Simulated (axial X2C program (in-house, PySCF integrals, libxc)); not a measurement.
# Outer orbitals of BP at 1.741 Å, PBE0

Calculated with an in-house relativistic program for diatomic molecules. Spin-free means the one-electron spin-free X2C Hamiltonian; two-component (2c) means X2C with spin–orbit coupling and atomic mean-field two-electron Coulomb and Gaunt terms, so the difference of the two also holds small scalar two-electron terms. Basis: P dyall-v3z [8s7p2d1f], B dyall-v3z [7s6p2d1f] (cores contracted in-house); Gaussian nuclei, density fitting, unrestricted open shells. Masses: P 30.974 u, B 11.009 u.

The distance is close to the 2c PBE0 minimum; the highest filled and lowest empty levels are listed.

Spin-free orbitals, state M_S = 1, Λ = 1 (beyond evenly filled blocks: σα, π+α, π+β, π-α) (Löwdin shares):

| symmetry | occupied | ε (eV) | atomic character |
| --- | --- | --- | --- |
| σα | yes | -18.11 | 52% P s, 25% B s, 15% B p |
| σβ | yes | -16.84 | 54% P s, 23% B s, 16% B p |
| σα | yes | -11.17 | 39% P p, 32% B s, 16% P s |
| σβ | yes | -9.80 | 54% P p, 21% B s, 17% P s |
| σα | yes | -7.89 | 52% B p, 26% P p, 16% B s |
| π-α | yes | -7.84 | 59% P p, 36% B p, 4% B d |
| π+α | yes | -7.84 | 59% P p, 36% B p, 4% B d |
| π+β | yes | -6.93 | 63% P p, 31% B p, 4% B d |
| π-β | no | -4.77 | 62% P p, 33% B p, 4% B d |
| σβ | no | -3.23 | 48% B p, 33% B s, 12% P p |
| π+α | no | -1.72 | 52% B p, 30% P p, 12% P d |
| π-α | no | -1.72 | 52% B p, 30% P p, 12% P d |

Spinors with spin–orbit coupling (state Ω = 2):

| ω | occupied | ε (eV) | atomic character | λ mixture |
| --- | --- | --- | --- | --- |
| 1/2 | yes | -18.11 | 52% P s, 25% B s, 15% B p | 100% σ |
| -1/2 | yes | -16.84 | 54% P s, 23% B s, 16% B p | 100% σ |
| 1/2 | yes | -11.17 | 38% P p, 32% B s, 16% P s | 100% σ |
| -1/2 | yes | -9.79 | 54% P p, 21% B s, 17% P s | 100% σ |
| 1/2 | yes | -7.89 | 52% B p, 26% P p, 16% B s | 100% σ |
| -1/2 | yes | -7.85 | 59% P p, 36% B p, 4% B d | 100% π |
| 3/2 | yes | -7.83 | 58% P p, 36% B p, 4% B d | 100% π |
| 1/2 | yes | -6.94 | 63% P p, 31% B p, 4% B d | 100% π |
| -3/2 | no | -4.76 | 62% P p, 33% B p, 4% B d | 100% π |
| -1/2 | no | -3.23 | 48% B p, 33% B s, 12% P p | 100% σ |
| -1/2 | no | -1.72 | 52% B p, 30% P p, 12% P d | 100% π |
| 3/2 | no | -1.71 | 51% B p, 30% P p, 12% P d | 100% π |

Mulliken charges and populations of the two-component result (they depend on the basis, above all on diffuse functions):

P -0.05 e (s 5.84 p 9.13 d 0.08 f 0.01), B 0.05 e (s 3.34 p 1.56 d 0.05). ⟨Lz⟩ = 1.00 ħ and ⟨Sz⟩ = 1.00 ħ (0.39 and 0.61 on the two atoms), which add up to Ω.

The state is a single determinant with fixed occupations, the lowest that a limited PBE0 search found. Density functionals use the spin component along the axis (collinear). PBE0 can misorder states that lie within some tenths of an eV, so this need not be the ground state of the molecule. The nearest other spin-free determinant of the search, M_S = 0, Λ = 1, lies 0.13 eV up at the distance of the search. The functionals have no current-density term, which raises determinants with orbital currents, atoms included. With several unpaired electrons one determinant need not be a pure state. Open-shell Ω = 0 determinants with evenly filled partner blocks cannot be reached by this program, so the Ω shown need not be the lowest component.
